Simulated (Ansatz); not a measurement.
A made-up structure of C2H5Si, doublet:

| atom | x (Å) | y (Å) | z (Å) |
| --- | --- | --- | --- |
| C1 | -1.5778 | 0.5123 | -1.0481 |
| Si2 | -0.0399 | 0.6044 | -0.4092 |
| C3 | 0.7140 | -0.6469 | 0.7431 |
| H4 | -2.5592 | 0.4905 | -1.4805 |
| H5 | 0.8487 | 1.7428 | -0.7423 |
| H6 | 0.9898 | -0.1781 | 1.6909 |
| H7 | -0.6491 | 0.4178 | 0.8598 |
| H8 | 0.0046 | -1.4511 | 0.9404 |

It is relaxed with PBE-D4/def2-SVP and then PBE0-D4/def2-TZVP (Ansatz 0.2.0). Atoms count as bonded within 1.22 times the sum of their covalent radii (H–H: 0.88 Å). The end point is not checked to be a true minimum.

Question: Does its bonding change? (Judge from chemistry; the calculation decides.)

Answer: Computed: Yes. Formed: C3–H7; broken: Si2–H7.

Where it ends: The first stage lowers the energy by 3.33 eV in 15 steps. It ends as C₂H₅Si ([CH][SiH][CH3]):
C1  (-1.519, 0.455, -1.432)
Si2  (-0.259, 0.761, -0.382)
C3  (0.236, -0.333, 1.038)
H4  (-2.320, 0.295, -2.127)
H5  (0.571, 1.979, -0.534)
H6  (1.270, -0.669, 0.921)
H7  (0.167, 0.211, 1.984)
H8  (-0.415, -1.206, 1.085)
(Å)

Labels in which every atom is bracketed show which atoms are joined, not bond orders.

For scale, one of the runs: PBE0-D4/def2-TZVP relaxation, 129 basis functions, launched by `ansatz run in.yaml --threads 2 --pin off --events-out ev --progress --plain --max-ram 4352MiB`. Hardware: 2 CPU threads of an Arm Neoverse N1, shared host. Wall time about 51 s.
